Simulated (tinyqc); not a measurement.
Worked calculation: CCSD on RHF in the sto-6g basis, frozen core, for HF, spin multiplicity 1. One step of it, computed by the program tinyqc.

Question. Orthogonalisation. S = U s U^T; symmetric (Loewdin) form X = U s^(-1/2) U^T, so that X^T S X = 1.

overlap S, lower triangle:
```
           1F 1s     1F 2s    1F 2px    1F 2py    1F 2pz     2H 1s
1F 1s   1.000000
1F 2s   0.232479  1.000000
1F 2px  0.000000  0.000000  1.000000
1F 2py  0.000000  0.000000  0.000000  1.000000
1F 2pz  0.000000  0.000000  0.000000  0.000000  1.000000
2H 1s   0.066959  0.536955  0.000000  0.000000  0.386708  1.000000
```

Give: eigenvalues of S; X.

Answer.

eigenvalues of S: 0.3264  0.8506  1.0000  1.0000  1.1131  1.7099

X, lower triangle:
```
          1F 1s    1F 2s  1F 2px  1F 2py   1F 2pz   2H 1s
1F 1s    1.0224
1F 2s   -0.1336   1.1904
1F 2px   0.0000   0.0000  1.0000
1F 2py   0.0000   0.0000  0.0000  1.0000
1F 2pz  -0.0093   0.1198  0.0000  0.0000   1.0848
2H 1s    0.0242  -0.3895  0.0000  0.0000  -0.2765  1.2496
```
